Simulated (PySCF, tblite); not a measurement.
# C₄H₁₀OS: dynamics, then NMR shifts on frames, part 2 of 2

tblite 0.8.0 and PySCF 2.14.0. Atoms count from 0.

**5. NMR shieldings: 625 fs, PBE0/pcSseg-1**

The job: settings as JSON, then the geometry in Å.

```
{"job": {"kind": "nmr", "xc": "PBE0", "basis": "pcSseg-1", "pop": false}, "charge": 0, "multiplicity": 1}
C     -1.229000     1.151800     1.245900
C     -1.202000    -0.169500     0.470800
C     -2.624300    -0.746200     0.328500
S     -0.292300    -1.537700     1.301000
C      1.378200    -0.945800     1.029100
O     -0.434700    -2.646900     0.372700
H     -0.181800     1.365600     1.321700
H     -1.590900     0.999800     2.235000
H     -1.704800     1.954900     0.678300
H     -0.831300    -0.080500    -0.562600
H     -3.047400    -1.170300     1.324300
H     -2.654700    -1.388700    -0.476100
H     -3.268400     0.086700     0.108100
H      1.495100     0.109100     0.797200
H      1.906600    -1.609900     0.271900
H      1.977200    -1.173700     1.964600
```

Method: GIAO PBE0/pcSseg-1 NMR shielding, non-relativistic, gas phase.

The program printed:

```text
coarse grid: 13256 points
cycle   1  E = -631.1138722186  dE =  8.334e-01  |g| = 9.072e-01  |ddm| = 3.544e+00
cycle   2  E = -630.4457746214  dE =  6.681e-01  |g| = 2.006e+00  |ddm| = 3.919e+00
cycle   3  E = -631.2633256113  dE = -8.176e-01  |g| = 2.432e-01  |ddm| = 3.337e+00
cycle   4  E = -631.2758735046  dE = -1.255e-02  |g| = 9.798e-02  |ddm| = 3.282e-01
cycle   5  E = -631.2781726096  dE = -2.299e-03  |g| = 1.812e-02  |ddm| = 1.055e-01
cycle   6  E = -631.2782452720  dE = -7.266e-05  |g| = 6.236e-03  |ddm| = 2.343e-02
cycle   7  E = -631.2782544223  dE = -9.150e-06  |g| = 1.163e-03  |ddm| = 6.697e-03
final grid: 121512 points
cycle   8  E = -631.3276937096  dE = -2.513e-05  |g| = 1.130e-02  |ddm| = 2.844e-02
cycle   9  E = -631.3276517615  dE =  4.195e-05  |g| = 1.800e-02  |ddm| = 2.904e-02
cycle  10  E = -631.3277207752  dE = -6.901e-05  |g| = 3.028e-03  |ddm| = 2.069e-02
cycle  11  E = -631.3277225571  dE = -1.782e-06  |g| = 2.100e-04  |ddm| = 2.790e-03
cycle  12  E = -631.3277225679  dE = -1.077e-08  |g| = 8.391e-05  |ddm| = 3.852e-04
cycle  13  E = -631.3277225694  dE = -1.502e-09  |g| = 2.951e-05  |ddm| = 9.906e-05
cycle  14  E = -631.3277225696  dE = -1.976e-10  |g| = 4.347e-06  |ddm| = 2.816e-05
converged SCF energy = -631.3277225696

GIAO shielding tensors (ppm)
atom      isotropic    diamagn.    paramagn.     s11        s22        s33       span
  0 C      172.895     252.722     -79.826    159.797    170.778    188.111     28.314
  1 C      123.248     249.962    -126.715     99.965    110.184    159.593     59.628
  2 C      161.669     247.436     -85.767    144.367    158.589    182.051     37.684
  3 S      197.147    1054.052    -856.905     27.485    128.587    435.368    407.883
  4 C      143.684     251.647    -107.963     95.782    144.513    190.758     94.975
  5 O      287.807     397.269    -109.463     73.579    301.061    488.779    415.200
  6 H       31.217      33.039      -1.822     25.515     31.401     36.734     11.218
  7 H       31.411      31.761      -0.350     27.587     29.604     37.042      9.455
  8 H       30.288      30.910      -0.622     26.201     27.246     37.417     11.216
  9 H       29.109      34.331      -5.222     26.581     28.908     31.838      5.257
 10 H       29.059      27.606       1.453     25.543     27.053     34.582      9.040
 11 H       30.733      31.181      -0.448     25.855     29.134     37.212     11.357
 12 H       30.910      30.027       0.883     26.553     29.353     36.823     10.270
 13 H       28.765      32.053      -3.288     24.261     28.399     33.635      9.374
 14 H       28.315      29.203      -0.888     25.243     26.209     33.494      8.251
 15 H       27.863      27.679       0.184     24.362     25.913     33.316      8.954
```

Wall time 13 s (1 thread of Arm Neoverse V2, shared host); peak memory 0.75 GiB.

This run: δ C1 63.7, C4 43.2, C2 25.3, C0 14.0, H15 3.85, H14 3.40 ppm.

**6. Shielding tensors: 800 fs, PBE0/pcSseg-1**

The job: settings as JSON, then the geometry in Å.

```
{"job": {"kind": "nmr", "xc": "PBE0", "basis": "pcSseg-1", "pop": false}, "charge": 0, "multiplicity": 1}
C     -0.538400     1.186500     2.002200
C     -0.989900     0.007400     1.122300
C     -2.374500    -0.444100     1.421600
S     -0.032600    -1.627900     1.419300
C      1.579900    -0.957800     0.762100
O     -0.404100    -2.686000     0.510800
H      0.420200     1.643400     1.537900
H     -0.226000     0.723100     2.905000
H     -1.331800     1.940400     2.156000
H     -0.912700     0.088900     0.032600
H     -2.730300    -0.251300     2.528700
H     -2.544600    -1.480200     1.144100
H     -3.093100     0.184700     0.819800
H      1.860200    -0.273700     1.533800
H      1.398500    -0.475900    -0.148400
H      2.222700    -1.818100     0.811800
```

Method: GIAO PBE0/pcSseg-1 NMR shielding, non-relativistic, gas phase.

The program printed:

```text
coarse grid: 13256 points
cycle   1  E = -631.1244314094  dE =  7.456e-01  |g| = 8.697e-01  |ddm| = 3.529e+00
cycle   2  E = -630.5311076606  dE =  5.933e-01  |g| = 1.904e+00  |ddm| = 3.285e+00
cycle   3  E = -631.2585181138  dE = -7.274e-01  |g| = 2.519e-01  |ddm| = 2.751e+00
cycle   4  E = -631.2724310004  dE = -1.391e-02  |g| = 9.660e-02  |ddm| = 3.374e-01
cycle   5  E = -631.2746650774  dE = -2.234e-03  |g| = 2.140e-02  |ddm| = 1.123e-01
cycle   6  E = -631.2747716054  dE = -1.065e-04  |g| = 5.933e-03  |ddm| = 2.802e-02
cycle   7  E = -631.2747798940  dE = -8.289e-06  |g| = 1.373e-03  |ddm| = 6.432e-03
final grid: 121512 points
cycle   8  E = -631.3241025942  dE = -2.960e-05  |g| = 1.205e-02  |ddm| = 2.876e-02
cycle   9  E = -631.3240387740  dE =  6.382e-05  |g| = 2.080e-02  |ddm| = 3.210e-02
cycle  10  E = -631.3241339536  dE = -9.518e-05  |g| = 3.166e-03  |ddm| = 2.334e-02
cycle  11  E = -631.3241359080  dE = -1.954e-06  |g| = 2.684e-04  |ddm| = 2.775e-03
cycle  12  E = -631.3241359267  dE = -1.868e-08  |g| = 1.050e-04  |ddm| = 5.073e-04
cycle  13  E = -631.3241359292  dE = -2.488e-09  |g| = 2.912e-05  |ddm| = 1.202e-04
cycle  14  E = -631.3241359294  dE = -1.924e-10  |g| = 5.934e-06  |ddm| = 3.181e-05
converged SCF energy = -631.3241359294

GIAO shielding tensors (ppm)
atom      isotropic    diamagn.    paramagn.     s11        s22        s33       span
  0 C      165.651     250.094     -84.443    143.913    170.786    182.254     38.341
  1 C      121.644     252.280    -130.635     93.347    112.868    158.718     65.371
  2 C      162.365     246.935     -84.570    146.101    160.144    180.849     34.747
  3 S      155.636    1054.513    -898.877    -50.395     90.887    426.415    476.810
  4 C      145.388     253.667    -108.280    115.952    135.017    185.195     69.243
  5 O      262.244     397.785    -135.542     36.697    291.896    458.137    421.440
  6 H       28.882      30.008      -1.125     23.828     27.990     34.829     11.001
  7 H       31.285      31.570      -0.286     27.378     30.494     35.982      8.604
  8 H       29.784      29.520       0.263     25.147     27.724     36.480     11.333
  9 H       29.436      34.867      -5.431     26.168     29.528     32.612      6.444
 10 H       28.961      26.838       2.122     25.318     26.760     34.803      9.485
 11 H       29.364      29.404      -0.040     24.039     29.386     34.667     10.628
 12 H       29.105      28.305       0.800     24.517     26.867     35.932     11.415
 13 H       30.500      32.284      -1.784     25.892     30.699     34.909      9.017
 14 H       29.963      33.835      -3.872     26.638     29.309     33.943      7.305
 15 H       29.278      29.863      -0.585     25.831     27.229     34.774      8.944
```

Run time: 13 s. Hardware: 1 thread of Arm Neoverse V2, shared host; peak memory 0.75 GiB.

In short: δ C1 65.3, C4 41.5, C2 24.6, C0 21.3, H6 2.83, H10 2.76 ppm.

**7. Nuclear shieldings: 1000 fs, PBE0/pcSseg-1**

The job: settings as JSON, then the geometry in Å.

```
{"job": {"kind": "nmr", "xc": "PBE0", "basis": "pcSseg-1", "pop": false}, "charge": 0, "multiplicity": 1}
C      0.112000     1.020000     2.173900
C     -0.930600     0.294500     1.363200
C     -2.291700     0.135600     1.935400
S     -0.269900    -1.455100     1.026000
C      1.149000    -0.960000    -0.116300
O     -1.212300    -2.164100     0.167000
H      0.918200     1.243500     1.562600
H      0.439800     0.389800     3.004900
H     -0.252300     1.856700     2.720800
H     -0.937700     0.677700     0.345800
H     -2.257500    -0.241100     3.028000
H     -2.941800    -0.518300     1.370900
H     -2.792200     1.174700     2.154900
H      1.804300    -0.321800     0.342400
H      0.924600    -0.470700    -1.044000
H      1.734100    -1.879300    -0.295200
```

Method: GIAO PBE0/pcSseg-1 NMR shielding, non-relativistic, gas phase.

The program printed:

```text
coarse grid: 13256 points
cycle   1  E = -631.1208651951  dE =  7.810e-01  |g| = 8.922e-01  |ddm| = 3.542e+00
cycle   2  E = -630.4409550904  dE =  6.799e-01  |g| = 2.012e+00  |ddm| = 3.676e+00
cycle   3  E = -631.2614696686  dE = -8.205e-01  |g| = 2.681e-01  |ddm| = 3.138e+00
cycle   4  E = -631.2773032742  dE = -1.583e-02  |g| = 1.011e-01  |ddm| = 3.648e-01
cycle   5  E = -631.2797368516  dE = -2.434e-03  |g| = 2.113e-02  |ddm| = 1.177e-01
cycle   6  E = -631.2798390182  dE = -1.022e-04  |g| = 6.130e-03  |ddm| = 2.782e-02
cycle   7  E = -631.2798476671  dE = -8.649e-06  |g| = 1.508e-03  |ddm| = 7.023e-03
final grid: 121512 points
cycle   8  E = -631.3285112409  dE = -2.485e-05  |g| = 1.216e-02  |ddm| = 3.012e-02
cycle   9  E = -631.3284489948  dE =  6.225e-05  |g| = 2.079e-02  |ddm| = 3.265e-02
cycle  10  E = -631.3285430282  dE = -9.403e-05  |g| = 3.260e-03  |ddm| = 2.399e-02
cycle  11  E = -631.3285450861  dE = -2.058e-06  |g| = 2.627e-04  |ddm| = 2.944e-03
cycle  12  E = -631.3285451043  dE = -1.817e-08  |g| = 1.019e-04  |ddm| = 5.046e-04
cycle  13  E = -631.3285451067  dE = -2.368e-09  |g| = 2.535e-05  |ddm| = 1.166e-04
cycle  14  E = -631.3285451068  dE = -1.464e-10  |g| = 5.029e-06  |ddm| = 2.961e-05
converged SCF energy = -631.3285451068

GIAO shielding tensors (ppm)
atom      isotropic    diamagn.    paramagn.     s11        s22        s33       span
  0 C      176.603     247.769     -71.165    160.952    170.288    198.569     37.617
  1 C      126.642     255.782    -129.139    101.089    116.597    162.241     61.152
  2 C      164.819     241.687     -76.868    151.533    160.951    181.973     30.440
  3 S      126.144    1053.470    -927.326    -40.023     40.057    378.399    418.422
  4 C      147.131     253.037    -105.906    115.505    131.040    194.849     79.345
  5 O      263.044     397.134    -134.090     40.339    298.264    450.530    410.191
  6 H       31.994      32.744      -0.750     26.211     31.253     38.518     12.307
  7 H       31.194      30.435       0.758     27.157     29.607     36.818      9.662
  8 H       31.255      30.202       1.053     26.808     28.533     38.423     11.615
  9 H       29.026      35.229      -6.203     26.137     28.658     32.283      6.146
 10 H       29.330      26.548       2.782     25.847     26.944     35.199      9.352
 11 H       29.467      28.054       1.413     24.216     28.380     35.805     11.589
 12 H       28.378      25.463       2.914     24.230     25.752     35.150     10.920
 13 H       31.448      34.109      -2.661     26.738     31.095     36.512      9.774
 14 H       29.864      32.434      -2.570     26.602     27.688     35.301      8.699
 15 H       28.787      29.311      -0.524     25.372     26.569     34.419      9.047
```

Run time: 13 s. Hardware: 1 thread of Arm Neoverse V2, shared host; peak memory 0.75 GiB.

In short: δ C1 60.3, C4 39.8, C2 22.1, C0 10.3, H12 3.34, H15 2.93 ppm.

**8. Run by run: NMR shifts**

Shifts (ppm) of some atoms, chosen among heavy atoms and hydrogens apart, with basis size and wall time:

| frame | C4 | C0 | C2 | H13 | H8 | S3 | O5 | functions | time |
| --- | --- | --- | --- | --- | --- | --- | --- | --- | --- |
| 250 fs | 52.6 | 25.1 | 20.0 | 4.24 | 3.84 | 383 | 84.6 | 159 | 14 s |
| 425 fs | 44.8 | 23.0 | 16.6 | 1.26 | 2.05 | 321 | 53.8 | 159 | 13 s |
| 625 fs | 43.2 | 14.0 | 25.3 | 2.95 | 1.43 | 307 | 48.3 | 159 | 13 s |
| 800 fs | 41.5 | 21.3 | 24.6 | 1.22 | 1.93 | 348 | 73.8 | 159 | 13 s |
| 1000 fs | 39.8 | 10.3 | 22.1 | 0.27 | 0.46 | 378 | 73.0 | 159 | 13 s |

**9. Outcome**

The summary covers parts 1 to 2.

| quantity | value |
| --- | --- |
| thermostat | 400 K |
| mean temperature, second half | 410 K |
| mean potential energy above the minimum | 0.68 eV |
| 13C shifts against TMS (PBE0/pcSseg-1, 250 fs) | 66.2, 52.6, 25.1, 20.0 ppm |
| 1H shifts against TMS (PBE0/pcSseg-1, 250 fs) | 4.24, 4.00, 3.84, 2.88, 2.31, 2.24, 1.57, 1.23, 0.78, -0.69 ppm |
| 33S shifts against CS2 (PBE0/pcSseg-1, 250 fs) | 383 ppm |
| 17O shifts against H2O (PBE0/pcSseg-1, 250 fs) | 84.6 ppm |
| range of the shift of S3 | 307 to 383 ppm |

In words: In the second half the potential energy averages 0.68 eV above the minimum; equipartition over 42 harmonic modes at 400 K would give 0.72 eV. With 16 atoms the temperature swings widely (204 to 559 K). Shifts at one fixed geometry are not the observed spectrum, which averages over the motion. In the first frame run (250 fs): The widest tensor belongs to O5: span 437 ppm, with a paramagnetic part of -146 ppm. In ppm, S3 moves most: its shift spreads over 76 ppm, from 307 (625 fs) to 383 (250 fs).
